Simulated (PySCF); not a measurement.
phosphine (H₃P), SMILES P. Geometry optimised at PBE-D3(BJ)/def2-TZVPD.

These are PBE-D3(BJ)/def2-TZVPD (PySCF) values and carry that method's errors.

Harmonic wavenumbers (cm⁻¹): 973, 1091, 1091, 2325, 2339, 2339. Rotational constants (GHz): 130.3, 130.3, 117.6; symmetry number 3.

### Question
Work out the zero-point energy and the ideal-gas rigid-rotor harmonic-oscillator thermochemistry at 298.15 K and 1 atm.

### Answer
ZPE = ½ Σ hcν = ½ × 10158 cm⁻¹ = 60.76 kJ/mol. H − E(el) = 70.92 kJ/mol. Entropy in J/(mol K): translation 152.72, rotation 56.72, vibration 0.98, total 210.42. G − E(el) = 8.18 kJ/mol. Cp = 37.41 J/(mol K).
